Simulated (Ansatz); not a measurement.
**Beryllium, hcp: convergence with Gaussian smearing**

Computed with Ansatz, r²SCAN, scalar-relativistic PAW, on the relaxed cell (a = 2.265 Å, c = 3.561 Å (c/a = 1.573); spin not included). Errors count from a run at 500 eV on a Γ-centred 26×26×15 mesh with Fermi-Dirac smearing of 0.1 eV, extrapolated to zero width. Fixed here: cutoff 500 eV, mesh 16×16×9. The SCF starts from atomic densities corrected by a trained network.

```
width (eV)  E(σ→0) error (meV/atom)  F error (meV/atom)  P (GPa)  SCF iterations
      0.01                     -1.1                -1.1     0.01               6
       0.1                     -1.1                -1.3     0.00               6
       0.2                     -1.3                -1.7     0.00               6
       0.3                     -1.3                -2.2     0.00               6
       0.6                     -0.5                -5.6     0.04               6
       1.0                      4.4               -17.0     0.38               6
```

Q: What does the run at 0.03 give (width)?

A: E(σ→0) error (meV/atom): -1.1; F error (meV/atom): -1.1; P (GPa): 0.01; SCF iterations: 6.
